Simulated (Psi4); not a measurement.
H2Si, charge +1, doublet, at a GFN2-xTB geometry of the parent state (a state made from the parent by changing its charge; the spin is typed, not shown lowest); MP2/def2-SV(P) in Psi4.

Here is a job for Psi4.
```
memory 2 GB

molecule mol {
1 2
  Si   -0.006668   -0.002780    0.122759
  H     0.047787    1.131724   -0.834069
  H     0.045568   -1.092808   -0.884561
}

set basis def2-sv(p)
set reference uhf

energy('mp2')
print_variables()
```

Output, abridged:

```
    SCF Algorithm Type (re)set to DF.

   => Loading Basis Set <=

    Name: DEF2-SV(P)
    Role: ORBITAL
    Keyword: BASIS

         ---------------------------------------------------------
                                   SCF
               by Justin Turney, Rob Parrish, Andy Simmonett
                          and Daniel G. A. Smith
                              UHF Reference
         ---------------------------------------------------------

  ==> Geometry <==

    Molecular point group: cs
    Full point group: Cs

    Geometry (in Angstrom), charge = 1, multiplicity = 2:

       Center              X                  Y                   Z               Mass
    ------------   -----------------  -----------------  -----------------  -----------------
         SI          -0.066097546575    -0.001494507717     0.000000000000    27.976926534650
         H            0.892275444918     1.133012303105     0.000000000000     1.007825032230
         H            0.942573011420    -1.091525208346     0.000000000000     1.007825032230

  Running in cs symmetry.

  Rotational constants: A =      9.26414  B =      6.75678  C =      3.90713 [cm^-1]
  Rotational constants: A = 277731.98972  B = 202563.23315  C = 117132.72818 [MHz]
  Nuclear repulsion =   10.214761491770224

  Charge       = 1
  Multiplicity = 2
  Electrons    = 15
  Nalpha       = 8
  Nbeta        = 7

  ==> Algorithm <==

  SCF Algorithm Type is DF.
  DIIS enabled.
  MOM disabled.
  Fractional occupation disabled.
  Guess Type is SAD.
  Energy threshold   = 1.00e-08
  Density threshold  = 1.00e-08
  Integral threshold = 1.00e-12

  ==> Primary Basis <==

  Basis Set: DEF2-SV(P)
    Blend: DEF2-SV(P)
    Number of shells: 12
    Number of basis functions: 22
    Number of Cartesian functions: 23
    Spherical Harmonics?: true
    Max angular momentum: 2

   => Loading Basis Set <=

    Name: (DEF2-SV(P) AUX)
    Role: JKFIT
    Keyword: DF_BASIS_SCF

  ==> Integral Setup <==

  SCF_SUBTYPE=INCORE selected. In-core MEM_DF algorithm will be used.
  Using in-core AOs.

  ==> MemDFJK: Density-Fitted J/K Matrices <==

    J tasked:                   Yes
    K tasked:                   Yes
    wK tasked:                   No
    Algorithm:                 Core
    Schwarz Cutoff:           1E-12
    Mask sparsity (%):       0.0000
    Fitting Condition:        1E-10

   => Auxiliary Basis Set <=

  Basis Set: (DEF2-SV(P) AUX)
    Blend: DEF2-UNIVERSAL-JKFIT
    Number of shells: 50
    Number of basis functions: 164
    Number of Cartesian functions: 195
    Spherical Harmonics?: true
    Max angular momentum: 4

  Minimum eigenvalue in the overlap matrix is 2.6822755074E-02.
  Reciprocal condition number of the overlap matrix is 7.5566686733E-03.
    Using symmetric orthogonalization.

  ==> Pre-Iterations <==

  SCF Guess: Superposition of Atomic Densities via on-the-fly atomic UHF (no occupation information).

   -------------------------
    Irrep   Nso     Nmo
   -------------------------
     A'        17      17
     A"         5       5
   -------------------------
    Total      22      22
   -------------------------

  ==> Iterations <==

                           Total Energy        Delta E     RMS |[F,P]|

   @DF-UHF iter SAD:  -289.37672832955610   -2.89377e+02   0.00000e+00
   @DF-UHF iter   1:  -289.58272130842226   -2.05993e-01   9.52243e-03 ADIIS/DIIS
   @DF-UHF iter   2:  -289.61559516163499   -3.28739e-02   2.22051e-03 ADIIS/DIIS
   @DF-UHF iter   3:  -289.61741398797108   -1.81883e-03   6.46409e-04 ADIIS/DIIS
   @DF-UHF iter   4:  -289.61764410482090   -2.30117e-04   2.62312e-04 ADIIS/DIIS
   @DF-UHF iter   5:  -289.61769865858798   -5.45538e-05   1.20090e-04 ADIIS/DIIS
   @DF-UHF iter   6:  -289.61771504767410   -1.63891e-05   4.16965e-05 DIIS
   @DF-UHF iter   7:  -289.61771710511420   -2.05744e-06   5.29916e-06 DIIS
   @DF-UHF iter   8:  -289.61771712763414   -2.25199e-08   9.50559e-07 DIIS
[...]

[...]
    Beta Occupied:

[...]
       6Ap    -0.731084

    Beta Virtual:

[...]
    Final Occupation by Irrep:
             Ap   App
    DOCC [     6,    1 ]
    SOCC [     1,    0 ]
    NA   [     7,    1 ]
    NB   [     6,    1 ]

  @DF-UHF Final Energy:  -289.61771712836958

   => Energetics <=

    Nuclear Repulsion Energy =             10.2147614917702239
    One-Electron Energy =                -416.8132158921934547
    Two-Electron Energy =                 116.9807372720536307
    Total Energy =                       -289.6177171283695770

  UHF NO Occupations:
  HONO-2 :    5 Ap 1.9992725
  HONO-1 :    6 Ap 1.9979408
  HONO-0 :    7 Ap 1.0000000
  LUNO+0 :    8 Ap 0.0020592
  LUNO+1 :    9 Ap 0.0007275
  LUNO+2 :   10 Ap 0.0000017
  LUNO+3 :    2App 0.0000016

Computation Completed

Properties will be evaluated at   0.000000,   0.000000,   0.000000 [a0]

Properties computed using the SCF density matrix

 Multipole Moments:

 ------------------------------------------------------------------------------------
     Multipole            Electronic (a.u.)      Nuclear  (a.u.)        Total (a.u.)
 ------------------------------------------------------------------------------------

 L = 1.  Multiply by 2.5417464519 to convert [e a0] to [Debye]
 Dipole X            :         -1.8924253            1.7186734           -0.1737519
 Dipole Y            :         -0.0427890            0.0388603           -0.0039287
 Dipole Z            :          0.0000000            0.0000000            0.0000000
 Magnitude           :                                                    0.1737963

 ------------------------------------------------------------------------------------

  //>>>>>>>>>>>>>>>>>>>>>>>>>>>>>>>>>>>//
  //               DFMP2               //
  //<<<<<<<<<<<<<<<<<<<<<<<<<<<<<<<<<<<//

   => Loading Basis Set <=

    Name: (DEF2-SV(P) AUX)
    Role: RIFIT
    Keyword: DF_BASIS_MP2

	 --------------------------------------------------------
	                          DF-MP2
	      2nd-Order Density-Fitted Moller-Plesset Theory

	        Rob Parrish, Justin Turney, Andy Simmonett,
	           Ed Hohenstein, and C. David Sherrill
	 --------------------------------------------------------

	 --------------------------------------------------------
	                 NBF =    22, NAUX =    90
	 --------------------------------------------------------
	   CLASS    FOCC     OCC    AOCC    AVIR     VIR    FVIR
	   ALPHA       0       8       8      14      14       0
	    BETA       0       7       7      15      15       0
	 --------------------------------------------------------

	-----------------------------------------------------------
	 ==================> DF-MP2 Energies <====================
	-----------------------------------------------------------
	 Reference Energy          =    -289.6177171283695770 [Eh]
	 Singles Energy            =      -0.0000000000000000 [Eh]
	 Same-Spin Energy          =      -0.0071964794109340 [Eh]
	 Opposite-Spin Energy      =      -0.0489254168938224 [Eh]
	 Correlation Energy        =      -0.0561218963047564 [Eh]
	 Total Energy              =    -289.6738390246743506 [Eh]
	-----------------------------------------------------------
	 ================> DF-SCS-MP2 Energies <==================
	-----------------------------------------------------------
	 SCS Same-Spin Scale       =       0.3333333333333333 [-]
	 SCS Opposite-Spin Scale   =       1.2000000000000000 [-]
	 SCS Same-Spin Energy      =      -0.0023988264703113 [Eh]
	 SCS Opposite-Spin Energy  =      -0.0587105002725869 [Eh]
	 SCS Correlation Energy    =      -0.0611093267428982 [Eh]
	 SCS Total Energy          =    -289.6788264551124712 [Eh]
	-----------------------------------------------------------

  Variable Map:
  ----------------------------------------------------------------------------
[...]
  Array Variable Map:
  ----------------------------------------------------------------------------
[...]
[...]
```
